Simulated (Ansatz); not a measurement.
Input file:

```yaml
crystal:
  periodic: [false, false, false]
  atoms:
    - {symbol: Ga, position_ang: [0.000034, -0.165931, 5.376668]}
    - {symbol: P, position_ang: [-0.000026, -0.702212, -4.147246]}
    - {symbol: N, position_ang: [0.000011, -0.341392, -5.586570]}
    - {symbol: H, position_ang: [-0.000018, 1.209534, 4.357148]}
basis:
  gaussian: {orbitals: cc-pVDZ}
magnetization: {spin_polarized: false}
correlation: {method: ccsd_t, electrons: outside_noble_gas}
```

```sh
$ ansatz run in.yaml --threads 1 --pin off --events-out ev --progress --plain --max-ram 2393MiB
```

(1) Roughly how long does this take on 1 thread of Intel Xeon 6975P-C, shared host, and how much host memory?

```
696 factors; integrals over basis functions are off by at most 1.1e-3 eV
mean field evaluation 1: about -63097.3320 eV, gradient 3.5e1 eV
mean field evaluation 2: about -63097.3892 eV, gradient 3.5e1 eV
mean field evaluation 4: about -63100.7143 eV, gradient 2.5e0 eV
mean field evaluation 8: about -63100.7578 eV, gradient 5.2e-4 eV
mean field evaluation 16: about -63100.6876 eV, gradient 2.8e-1 eV
mean field -63100.75778707 eV, -2318.9100774451 hartree, gradient 3.9e-6 eV, S^2 0.000000; 0 other end points of the search recorded, 0 dependent functions left out; unrestricted orbitals would lower it
20 core orbitals not correlated: weight in the atoms' cores, before any rotation towards them, 0.999 or more for the frozen orbitals, at most 0.000 for the correlated occupied ones
reference -63100.75778707 eV, -2318.9100774451 hartree; 7, 7 occupied and 37, 37 virtual orbitals, 696 factors
second order -9.23801077 eV of doubles, -0.00000000 eV of singles
cycle   1  -9.14796838 eV  change    9.0e-2 eV  update   1.3e-1
cycle   2  -9.69838774 eV  change   -5.5e-1 eV  update   4.8e-2
cycle   3  -9.84480686 eV  change   -1.5e-1 eV  update   2.2e-2
cycle   4  -9.84985962 eV  change   -5.1e-3 eV  update   6.2e-3
cycle   5  -9.85746845 eV  change   -7.6e-3 eV  update   2.5e-3
cycle   6  -9.85759504 eV  change   -1.3e-4 eV  update   6.1e-4
cycle   7  -9.85792437 eV  change   -3.3e-4 eV  update   1.9e-4
cycle   8  -9.85813431 eV  change   -2.1e-4 eV  update   6.2e-5
cycle   9  -9.85812750 eV  change    6.8e-6 eV  update   1.5e-5
perturbative correction -0.45061614 eV, -0.0165598377 hartree
Total energy: -63111.06653071 eV, -2319.2889167862 hartree
```

## Answers

(1) 1.7 s wall and 0.13 GiB.
